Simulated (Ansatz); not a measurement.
Results of LDA (PAW; Ansatz, a quantum-chemistry and plane-wave program) for fcc Sr.

Numerical settings: plane-wave cutoff 520 eV, 16×16×16 k mesh, Fermi–Dirac smearing 0.05 eV, scalar-relativistic PAW data made under PBE.

Equation-of-state points:

```tsv
V (Å³/atom)	E − E_lowest (meV/atom)	P (GPa)
45.684	8.32	0.958
46.656	3.58	0.610
47.628	0.86	0.291
48.600	0.00	-0.002
49.572	0.83	-0.269
50.544	3.22	-0.514
51.516	7.02	-0.737
```

Q: Estimate the bulk modulus from the pressures at 47.628 and 49.572 Å³/atom, and compare it with a fit to all energies.

A: B = −V dP/dV. Between V = 47.628 and 49.572 Å³/atom, dP/dV = (-0.269 − (0.291))/(49.572 − 47.628) = -0.288 GPa per Å³/atom; at the midpoint 48.600 Å³/atom this gives B ≈ 14.0 GPa. The third-order Birch–Murnaghan fit gives V0 = 48.594 Å³/atom, B0 = 14.0 GPa, B′ = 3.4, which lies within 1 % of that estimate.

Measured, for comparison: bulk modulus 12.5 GPa (corrected for temperature and zero-point phonon effects, our sources range from 12.0 to 12.5; as tabulated in Levämäki et al. (2014), arXiv:1402.3671); equilibrium volume per atom 55.22 Å³/atom (low-temperature or extrapolated to 0 K; zero-point anharmonic expansion removed; as tabulated in Csonka et al. (2009), arXiv:0903.4037). Computed (rounded) less measured: bulk modulus +12 % (+12 % to +17 % over the range), equilibrium volume per atom -12.0 %.

Static lattice: no zero-point or thermal effects.

Computing time: very roughly 50 core-seconds.
